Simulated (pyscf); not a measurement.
Elementary routes open to H₂S + Cl–Ge:–Cl [singlet] in the gas phase (singlet surface):
A. S=Ge(Cl)–Cl + H₂ (H–S, H–S broken; Ge–S, H–H formed)
B. HS–GeH(Cl)–Cl (H–S broken; Ge–S, Ge–H formed)
C. HS–Ge:–Cl [singlet] + HCl (H–S, Cl–Ge broken; Ge–S, Cl–H formed)

Structures and frequencies: ωB97X-D3(BJ)/def2-SVP in PySCF.

Rank the routes by free-energy barrier at 298 K, lowest first, for ωB97M-D3(BJ)/def2-TZVP energies (ideal gas, 1 atm, RRHO with modes under 100 cm⁻¹ raised to 100, one conformer, R ln 2 for chiral ones without a mode under 150 cm⁻¹).

C (0.80 eV), B (1.88 eV), A (2.80 eV)

Route C is the fastest of these, ahead of the next by 1.07 eV. The most stable products are those of B (ΔG = -0.32 eV), whose barrier is 1.07 eV higher: the kinetic and the thermodynamic product differ. At 1200 K C is still the fastest. A: On the reactant side the descent ends in a bound adduct, 0.52 eV under the separated species and 2.84 eV under the saddle at ωB97X-D3(BJ)/def2-TZVP. B: On the reactant side the descent ends in a bound adduct (not fully relaxed), 0.52 eV under the separated species and 1.81 eV under the saddle at ωB97X-D3(BJ)/def2-TZVP. C: On the reactant side the descent ends in a bound adduct, 0.52 eV under the separated species and 0.77 eV under the saddle at ωB97X-D3(BJ)/def2-TZVP. On the product side the descent ends in a complex, 0.19 eV under the separated species and 0.24 eV under the saddle at ωB97X-D3(BJ)/def2-TZVP. Only these routes are compared; each barrier is that of the saddle found, and lower ones may exist. Elements up to Kr have no core potential and no relativistic terms here.
